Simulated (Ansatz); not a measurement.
# Si2BH5 (SMILES [SiH2]=B[SiH3]): functionals against CCSD(T) at one geometry

An exercise on one series of results from a longer session: the logs are not shown, and one member is left open.

The runs use Ansatz 0.2.0, Gaussian basis; single points in def2-TZVPP.

Cores are frozen in the correlated methods.

**Where the work starts**

SMILES `[SiH2]=B[SiH3]`, 8 atoms, charge 0, spin multiplicity 1.

Atoms are counted from 1 here; the program's logs count them from 0.

Bond lengths: Si1–B2 1.858 Å, Si1–H4 1.421 Å, Si1–H5 1.475 Å, B2–Si3 1.894 Å, Si3–H6 1.438 Å, Si3–H7 1.440 Å, Si3–H8 1.481 Å. Angles: B2–Si1–H4 127.9°, B2–Si1–H5 125.5°, H4–Si1–H5 106.6°, Si1–B2–Si3 171.1°, B2–Si3–H6 113.8°, B2–Si3–H7 117.1°, B2–Si3–H8 108.2°, H6–Si3–H7 105.7°, H6–Si3–H8 108.2°, H7–Si3–H8 103.0°.

Coordinates:

```xyz
8
BH5Si2
Si   -0.88390    1.37790   -1.30070
B    -0.08650    0.05160   -0.27320
Si    0.65200   -1.13410    1.00600
H    -2.20140    1.39610   -1.83280
H    -0.25150    2.64960   -1.69720
H     0.35300   -2.51850    0.75580
H     0.31120   -0.90490    2.38600
H     2.12390   -0.96940    0.99390
```

Set-up of the first run:

Input file run/in.yaml:

```yaml
crystal:
  periodic: [false, false, false]
  atoms:
    - {symbol: Si, position_ang: [-0.883900, 1.377900, -1.300700]}
    - {symbol: B, position_ang: [-0.086500, 0.051600, -0.273200]}
    - {symbol: Si, position_ang: [0.652000, -1.134100, 1.006000]}
    - {symbol: H, position_ang: [-2.201400, 1.396100, -1.832800]}
    - {symbol: H, position_ang: [-0.251500, 2.649600, -1.697200]}
    - {symbol: H, position_ang: [0.353000, -2.518500, 0.755800]}
    - {symbol: H, position_ang: [0.311200, -0.904900, 2.386000]}
    - {symbol: H, position_ang: [2.123900, -0.969400, 0.993900]}
basis:
  gaussian: {orbitals: def2-TZVPP}
correlation: {method: ccsd_t}
output: {forces: true}
```

No record of the launch command was kept for these runs.

Steps of the session up to this table: CCSD(T)/def2-TZVPP; PBE0-D4/def2-TZVPP; wB97M-V/def2-TZVPP; r2SCAN-D4/def2-TZVPP; PBE-D4/def2-TZVPP; LC-wPBE/def2-TZVPP; revPBE-D4/def2-TZVPP.

One table of the session follows, with a row left open; its other results are not shown here.

| method | RMS force component (eV/Å) | angle to CCSD(T) forces (°) | dipole (D) |
| --- | --- | --- | --- |
| CCSD(T) | 0.652 | reference | 0.52 |
| PBE0-D4 | 0.673 | 11.4 | 0.50 |
| wB97M-V | ? | ? | ? |
| r2SCAN-D4 | 0.632 | 11.5 | 0.41 |
| PBE-D4 | 0.652 | 18.9 | 0.33 |
| LC-wPBE | 0.771 | 15.2 | 0.73 |
| revPBE-D4 | 0.659 | 17.8 | 0.35 |

Estimate the missing values for wB97M-V.

**Answer.** RMS force component (eV/Å): 0.699; angle to CCSD(T) forces (°): 12.0; dipole (D): 0.63. In the column «RMS force component (eV/Å)» it lies between PBE0-D4 (0.673) and LC-wPBE (0.771).
